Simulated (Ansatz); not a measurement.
**Worked example: correlation energy of [H···H···Br], doublet**

Geometry: a point of a hydrogen-transfer path between rigid fragments, not a stationary point.

```
atom   x (Å)   y (Å)    z (Å)
   H  0.0000  0.0000  -1.1907
   H  0.0000  0.0000  -0.4977
  Br  0.0000  0.0000   1.6883
```

Basis cc-pVDZ; Ansatz 0.2.0. Only valence electrons are correlated (noble-gas cores and the filled d shells of p-block atoms frozen), which leaves 9 electrons in 23 orbitals. R marks a restricted (for open shells ROHF) determinant. No spin–orbit coupling is included, and no scalar relativity.

Full CI is exact within this basis and frozen core; it isn't the basis-set limit.

Runs differ by some tens of microhartree through their thresholds and, for an open shell, their frozen cores, so steps under 0.03 kcal/mol mean nothing.

```
    level  total energy (hartree)
      RHF            -2573.480551
     RMP2            -2573.606500
    RCCSD            -2573.627644
 RCCSD(T)            -2573.628818
   RCCSDT            -2573.629021
RCCSDT(Q)            -2573.629171
  RCCSDTQ            -2573.629185
  full CI            -2573.629180
```

Problem. What is the correlation energy at full CI, and what share of it do RMP2 and RCCSDT recover?

Solution. E(corr) = -2573.629180 − (-2573.480551) = -0.148629 hartree = -4.044 eV. RMP2: -0.125949 / -0.148629 = 84.74 %. RCCSDT: -0.148470 / -0.148629 = 99.89 %.

Problem. By how many kcal/mol does RCCSD(T) miss full CI (1 hartree = 627.509 kcal/mol), and which steps make up the rest?

Solution. -2573.628818 − (-2573.629180) = 0.000362 hartree = 0.23 kcal/mol. Steps: RCCSDT − RCCSD(T) = -0.13, RCCSDT(Q) − RCCSDT = -0.09, RCCSDTQ − RCCSDT(Q) = -0.01, full CI − RCCSDTQ = 0.00 kcal/mol. That is within 1 kcal/mol of the reference in this basis, which itself misses far more of the correlation at the basis-set limit.
